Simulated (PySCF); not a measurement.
Compound: C5H7F.
InChI=1S/C5H7F/c1-5-2-3(5)4(5)6/h3-4H,2H2,1H3/t3-,4-,5-/m1/s1

Computed with PBE0-D3(BJ)/def2-SVP geometry optimisation, gas phase (PySCF 2.14.0).

Take the most abundant isotopes and a rigid rotor. 

Q: Give the principal moments of inertia and the rotational constants in cm⁻¹.

A: Ia = 93.60, Ib = 135.51, Ic = 198.09 u·Å²; 505379 MHz·u·Å²/I gives 5399, 3730 and 2551 MHz, that is A = 0.18011, B = 0.12441, C = 0.08510 cm⁻¹.

Q: What kind of rotor is it?

A: An asymmetric top: κ = (2 × 3730 − 5399 − 2551)/(5399 − 2551) = -0.17.

Q: Is it planar, by Δ = Ic − Ia − Ib?

A: Not planar: Δ = Ic − Ia − Ib = -31.01 u·Å². For a rigid frame Δ = −2 Σ m c², so Σ m c² = 15.51 u·Å² lies off the ab plane: 7.57 from hydrogen and 7.94 from heavier atoms. The atom farthest from that plane is 1.71 Å away.

Q: Give the other two planar moments, Paa and Pbb, and the rms extents of the mass along the axes.

A: Paa = Σ m a² = (Ib + Ic − Ia)/2 = 120.00 and Pbb = Σ m b² = (Ia + Ic − Ib)/2 = 78.09 u·Å². With the mass M = 86.05 u, the rms extents √(P/M) along a, b and c are 1.18, 0.95, 0.42 Å.

Q: Give the coordinates in the principal-axis frame, origin at the centre of mass.

A: The sense of each axis is arbitrary; atoms in the order of the calculation.
| atom | mass (u) | a (Å) | b (Å) | c (Å) |
| --- | --- | --- | --- | --- |
| C1 | 12.000 | -0.768 | -1.714 | 0.070 |
| C2 | 12.000 | -0.566 | -0.266 | -0.198 |
| C3 | 12.000 | -1.492 | 0.900 | -0.206 |
| C4 | 12.000 | -0.268 | 0.929 | 0.643 |
| C5 | 12.000 | 0.694 | 0.495 | -0.397 |
| F6 | 18.998 | 1.818 | -0.121 | 0.052 |
| H7 | 1.008 | 0.154 | -2.153 | 0.478 |
| H8 | 1.008 | -1.027 | -2.260 | -0.851 |
| H9 | 1.008 | -1.580 | -1.872 | 0.797 |
| H10 | 1.008 | -1.571 | 1.553 | -1.089 |
| H11 | 1.008 | -2.441 | 0.751 | 0.322 |
| H12 | 1.008 | -0.124 | 1.063 | 1.714 |
| H13 | 1.008 | 0.906 | 1.090 | -1.301 |

Q: Predict some low-J microwave lines.

A: The dipole components are |μa| = 1.45 D, |μb| = 0.11 D, |μc| = 0.14 D. Intensities carry the squares of the components, which stand as 1.00 : 0.01 : 0.01 (a : b : c). Some lines, for components of 0.1 D or more:

```csv
type,branch,"J(Ka,Kc)",MHz,lower level (cm⁻¹)
a,Q,"2(2,0) ← 2(2,1)",440,0.930
c,Q,"2(1,2) ← 2(0,2)",931,0.614
a,Q,"3(2,1) ← 3(2,2)",1904,1.558
b,Q,"1(1,0) ← 1(0,1)",2848,0.210
b,Q,"2(1,1) ← 2(0,2)",4466,0.614
a,Q,"4(2,2) ← 4(2,3)",4624,2.385
b,Q,"2(2,0) ← 2(1,1)",5449,0.763
b,Q,"2(2,1) ← 2(1,2)",8544,0.645
a,R,"2(0,2) ← 1(0,1)",12122,0.210
b,Q,"4(3,2) ← 4(2,3)",12529,2.385
b,R,"2(1,2) ← 1(0,1)",13053,0.210
a,R,"2(1,1) ← 1(1,0)",13740,0.305
c,Q,"4(4,1) ← 4(3,1)",14579,2.826
b,R,"3(1,3) ← 2(0,2)",17768,0.614
b,R,"4(2,2) ← 3(3,1)",17860,1.943
b,R,"2(2,1) ← 1(1,0)",18749,0.305
a,R,"3(1,2) ← 2(1,1)",20260,0.763
a,R,"3(2,1) ← 2(2,0)",20307,0.945
b,R,"4(0,4) ← 3(1,3)",21991,1.207
b,R,"4(1,3) ← 3(2,2)",22650,1.558
a,R,"4(3,2) ← 3(3,1)",25765,1.943
a,R,"4(1,3) ← 3(1,2)",26242,1.439
b,R,"3(3,1) ← 2(2,0)",29936,0.945
c,R,"4(2,3) ← 3(1,3)",35320,1.207
b,R,"4(3,1) ← 3(2,2)",38007,1.558
b,R,"4(2,2) ← 3(1,3)",39944,1.207
```

Q: Estimate the classical rotational partition function at 10 K, 298.15 K and 500 K.

A: Point group C1, symmetry number σ = 1; q = (√π/σ)·√((kT/h)³/(ABC)), k/h = 20836.6 MHz/K: 744 at 10 K, 121000 at 298.15 K, 263000 at 500 K.

No frequency check. Zero-point vibration and centrifugal distortion are left out. A rigid rotor knows nothing of internal rotation, which can split or shift real lines.

Hardware: one thread of an Arm Neoverse V2, no GPU, on a shared host. Cost: 45 s of wall time, 0.50 GiB resident at most. These figures are those of the optimisation.
